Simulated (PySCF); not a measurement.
PySCF input for formamide (CH₃NO), SMILES NC=O, B3LYP-D3(BJ)/def2-TZVP. Coordinates come from a B3LYP-D3(BJ)/def2-TZVP optimisation. One conformer was computed; it need not be the lowest.

```python
import numpy as np
from pyscf import gto, scf, dft, df
from pyscf.hessian import thermo

mol = gto.M(
    atom='''
    N     0.15747520   -1.08120442    0.00000000
    C    -0.38560668    0.16171494    0.00000000
    O     0.24534263    1.19337567    0.00000000
    H     1.15955293   -1.18275087    0.00000000
    H    -0.42002242   -1.90304199    0.00000000
    H    -1.49095788    0.13692883    0.00000000
    ''',
    basis='def2-TZVP',
    charge=0,
    spin=0,
    max_memory=1600,
    verbose=3,
)
mf = dft.RKS(mol, xc='b3lyp').density_fit(auxbasis='def2-universal-jkfit')
mf.disp = 'd3bj'
mf.grids.level = 3
mf.conv_tol = 1e-11
mf.max_cycle = 100
mf.kernel()

# [left out here: the lines that compute and print the analytic Hessian (its translational invariance restored by hand, since the grid's response is missing), thermochemistry and intensities]
```

Log of the run:

```
converged SCF energy = -169.976287740044

WARN: DFTD3 does not support analytical Hessian, using finite difference


WARN: Mole.unit (angstrom) is changed to Bohr

Mode                                 0                   1                   2
Irrep
Freq [cm^-1]                      239.9858            570.6215            643.5493
Reduced mass [au]                   1.2222              2.4604              1.2069
Force const [Dyne/A]                0.0415              0.4720              0.2945
Char temp [K]                     345.2862            820.9972            925.9242
Normal mode                   x     y     z       x     y     z       x     y     z
       0   N                 0.00  0.00 -0.11   -0.01 -0.10 -0.00   -0.00 -0.00 -0.04
       1   C                -0.00  0.00  0.01    0.13 -0.00 -0.00    0.00 -0.00  0.09
       2   O                 0.00 -0.00  0.01   -0.07  0.12  0.00   -0.00  0.00 -0.05
       3   H                 0.00  0.00  0.48   -0.05 -0.48 -0.00   -0.00 -0.00  0.70
       4   H                 0.00 -0.00  0.76   -0.30  0.10  0.00   -0.00  0.00 -0.53
       5   H                -0.00  0.00 -0.01    0.12 -0.09 -0.00    0.00 -0.00  0.20
Mode                                 3                   4                   5
Irrep
Freq [cm^-1]                     1042.9504           1056.0613           1268.8540
Reduced mass [au]                   1.5519              1.7751              2.8237
Force const [Dyne/A]                0.9946              1.1664              2.6785
Char temp [K]                    1500.5735           1519.4372           1825.5983
Normal mode                   x     y     z       x     y     z       x     y     z
       0   N                -0.00 -0.00  0.03    0.04  0.14  0.00    0.11 -0.07  0.00
       1   C                 0.00  0.00 -0.17    0.01 -0.04 -0.00   -0.15  0.11 -0.00
       2   O                 0.00  0.00  0.04   -0.01 -0.09  0.00    0.03 -0.01  0.00
       3   H                 0.00  0.00  0.13   -0.02 -0.32 -0.00    0.07 -0.48 -0.00
       4   H                 0.00 -0.00  0.01   -0.40  0.46 -0.00   -0.04  0.03 -0.00
       5   H                 0.00  0.00  0.77   -0.00 -0.25  0.00   -0.16  0.18  0.00
Mode                                 6                   7                   8
Irrep
Freq [cm^-1]                     1420.6883           1619.9273           1796.0763
Reduced mass [au]                   1.2080              1.2281              7.3789
Force const [Dyne/A]                1.4365              1.8987             14.0246
Char temp [K]                    2044.0541           2330.7146           2584.1538
Normal mode                   x     y     z       x     y     z       x     y     z
       0   N                -0.03 -0.01 -0.00   -0.05  0.09  0.00    0.01  0.04 -0.00
       1   C                -0.06  0.03 -0.00    0.04  0.01  0.00   -0.09 -0.21 -0.00
       2   O                 0.07  0.05  0.00   -0.02 -0.03 -0.00    0.07  0.12  0.00
       3   H                -0.02 -0.03  0.00   -0.12 -0.58 -0.00   -0.02 -0.15  0.00
       4   H                 0.10 -0.10  0.00    0.57 -0.34 -0.00    0.02  0.03  0.00
       5   H                -0.06 -0.89  0.00    0.05  0.04 -0.00   -0.09  0.18  0.00
Mode                                 9                  10                  11
Irrep
Freq [cm^-1]                     2936.3388           3571.6681           3707.1329
Reduced mass [au]                   1.0846              1.0452              1.1049
Force const [Dyne/A]                5.5099              7.8559              8.9462
Char temp [K]                    4224.7378           5138.8352           5333.7388
Normal mode                   x     y     z       x     y     z       x     y     z
       0   N                -0.00 -0.00 -0.00   -0.03  0.04  0.00   -0.07 -0.04 -0.00
       1   C                 0.08 -0.00  0.00    0.00 -0.00 -0.00   -0.00  0.00 -0.00
       2   O                -0.00  0.00 -0.00   -0.00 -0.00 -0.00    0.00  0.00  0.00
       3   H                 0.01 -0.00  0.00    0.76 -0.08 -0.00    0.58 -0.07 -0.00
       4   H                 0.01 -0.00  0.00   -0.36 -0.50 -0.00    0.43  0.61  0.00
       5   H                -0.96  0.01 -0.00    0.00  0.00 -0.00    0.01 -0.00 -0.00
temperature 298.1500 [K]
pressure 101325.00 [Pa]
Rotational constants [GHz] 73.84071 11.38818 9.86651
Symmetry number 1
Zero-point energy (ZPE) 0.04528 [Eh]   118872.045 [J/mol]
                           tot       elec      trans        rot        vib
Entropy [J/mol/K]       257.005      0.000    156.233     88.649     12.124
Cv [J/mol/K]             45.047      0.000     12.472     12.472     20.104
Cp [J/mol/K]             53.361      0.000     20.786     12.472     20.104
Internal energy [J/mol]                      3718.434   3718.434 121234.525
Internal energy [Eh]   -169.92728  -169.97629
Enthalpy [J/mol]                             6197.391   3718.434 121234.525
Enthalpy [Eh]          -169.92634
Gibbs free energy [J/mol]                  -40383.387 -22712.225 117619.796
Gibbs free energy [Eh] -169.95552
mode   freq/cm-1   IR/(km/mol)
   1      239.99       216.110
   2      570.62        10.773
   3      643.55        17.675
   4     1042.95         1.710
   5     1056.06         4.471
   6     1268.85       106.173
   7     1420.69         5.845
   8     1619.93        64.317
   9     1796.08       410.563
  10     2936.34       101.364
  11     3571.67        33.499
  12     3707.13        41.908
max |gradient| / (hartree/bohr): 4.5103125746004285e-05
APT charges: [-0.6597  1.0445 -0.7655  0.2133  0.2147 -0.0474]
```

The calculation finished and met its thresholds.
